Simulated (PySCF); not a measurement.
# Nonlinear optical response: `CCC[C@@H](C)Cl`, C5H11Cl

Molfile (atoms numbered from 1):
```
C5H11Cl
     RDKit          3D

 17 16  0  0  0  0  0  0  0  0999 V2000
    2.5261   -0.8516   -0.0533 C   0  0  0  0  0  0  0  0  0  0  0  0
    1.3072   -1.0684    0.8283 C   0  0  0  0  0  0  0  0  0  0  0  0
   -0.0051   -0.8806    0.0829 C   0  0  0  0  0  0  0  0  0  0  0  0
   -1.2553   -1.0671    0.9232 C   0  0  1  0  0  0  0  0  0  0  0  0
   -2.5360   -0.7695    0.1747 C   0  0  0  0  0  0  0  0  0  0  0  0
   -1.3290   -2.7671    1.5492 Cl  0  0  0  0  0  0  0  0  0  0  0  0
    3.4609   -0.9993    0.5079 H   0  0  0  0  0  0  0  0  0  0  0  0
    2.5345   -1.5546   -0.9018 H   0  0  0  0  0  0  0  0  0  0  0  0
    2.5472    0.1679   -0.4714 H   0  0  0  0  0  0  0  0  0  0  0  0
    1.3264   -2.0825    1.2587 H   0  0  0  0  0  0  0  0  0  0  0  0
    1.3376   -0.3743    1.6870 H   0  0  0  0  0  0  0  0  0  0  0  0
   -0.0478    0.1406   -0.3386 H   0  0  0  0  0  0  0  0  0  0  0  0
   -0.0544   -1.5708   -0.7777 H   0  0  0  0  0  0  0  0  0  0  0  0
   -1.1914   -0.4464    1.8305 H   0  0  0  0  0  0  0  0  0  0  0  0
   -2.5373    0.2791   -0.1630 H   0  0  0  0  0  0  0  0  0  0  0  0
   -3.4151   -0.9301    0.8139 H   0  0  0  0  0  0  0  0  0  0  0  0
   -2.6283   -1.4183   -0.7092 H   0  0  0  0  0  0  0  0  0  0  0  0
  1  2  1  0
  2  3  1  0
  3  4  1  0
  4  5  1  0
  4  6  1  0
  1  7  1  0
  1  8  1  0
  1  9  1  0
  2 10  1  0
  2 11  1  0
  3 12  1  0
  3 13  1  0
  4 14  1  1
  5 15  1  0
  5 16  1  0
  5 17  1  0
M  END
```

Method: quadratic response CAM-B3LYP/def2-TZVPD first hyperpolarisability, Taylor convention, gas phase (PySCF 2.14.0). Geometry: PBE0-D3(BJ)/def2-SVP.

What is the first hyperpolarisability, and how does it disperse?

In 10⁻³⁰ esu, Taylor convention; the vector part is βᵢ = ⅓ Σⱼ (βᵢⱼⱼ + βⱼᵢⱼ + βⱼⱼᵢ); β∥ is 3/5 of the vector part along the dipole, the dipole points from − to +:
```csv
process,λ (nm),β vector norm,β∥,β HRS,depolarisation ratio
"static β(0;0,0)",∞,0.33,0.01,0.19,2.69
"second harmonic β(−2ω;ω,ω)",1907,0.35,0.02,0.19,2.70
"Pockels β(−ω;ω,0)",1907,0.34,0.01,–,–
"second harmonic β(−2ω;ω,ω)",1064,0.38,0.02,0.21,2.72
"Pockels β(−ω;ω,0)",1064,0.35,0.02,–,–
```

Which lowest excitations, dipole and polarisabilities go with it?

S1 7.18 eV (f = 0.002); S2 7.22 eV (f = 0.002); S3 7.84 eV (f = 0.036); dipole 2.13 D; isotropic α 78.6 au static, 78.7 au at 1907 nm, 79.1 au at 1064 nm, 79.2 au at 953.5 nm, 80.8 au at 532 nm.
